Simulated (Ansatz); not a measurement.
A made-up structure of CH2BSi, doublet:

```
5
angstrom
B -0.6587 -0.2759 0.7958
C -1.4943 -0.6212 1.8042
Si 0.3737 0.1554 -0.4514
H 0.5400 -0.6168 -1.7053
H 1.2392 1.3584 -0.4433
```

It is relaxed with PBE-D4/def2-SVP and then PBE0-D4/def2-TZVP (Ansatz 0.2.0). Atoms count as bonded within 1.22 times the sum of their covalent radii (H–H: 0.88 Å). The end point is not checked to be a true minimum.

(1) Does its bonding change? (Judge from chemistry; the calculation decides.)

Answers

(1) The calculation gives: No: no bond forms or breaks.

Where it ends: The first stage lowers the energy by 0.63 eV in 8 steps. It ends as CH₂BSi ([C][B][SiH2]):
| atom | x (Å) | y (Å) | z (Å) |
| --- | --- | --- | --- |
| B1 | -0.7459 | -0.3895 | 0.8020 |
| C2 | -1.5518 | -0.5681 | 1.9715 |
| Si3 | 0.4289 | 0.1624 | -0.5381 |
| H4 | 0.6138 | -0.5889 | -1.7973 |
| H5 | 1.2549 | 1.3841 | -0.4381 |

Labels in which every atom is bracketed show which atoms are joined, not bond orders.

For scale, one of the runs: PBE0-D4/def2-TZVP relaxation, 111 basis functions, launched by `ansatz run in.yaml --threads 2 --pin off --events-out ev --progress --plain --max-ram 4352MiB`. The run took about 35 s on 2 CPU threads of an Arm Neoverse V2 (shared host).
